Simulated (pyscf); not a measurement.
Single points on ωB97X-D3(BJ)/def2-SVP structures (PySCF, gas phase).

### Question
F–C(F)(F)–F + H• → HF + F–C•(F)–F
Surface: doublet. Broken: C–F. Formed: F–H. Give ΔE‡ and ΔE from ωB97M-D3(BJ)/def2-TZVP, relative to the separated reactants.

### Answer
ΔE‡ = 176.6 kJ/mol, ΔE = -23.6 kJ/mol. Zero-point energy shifts the barrier by +0.6 kJ/mol. It is an atom transfer, with an imaginary mode of 1899i cm⁻¹. One saddle was located; it need not be the lowest between these sides. The angle at the transferred F is 180°.
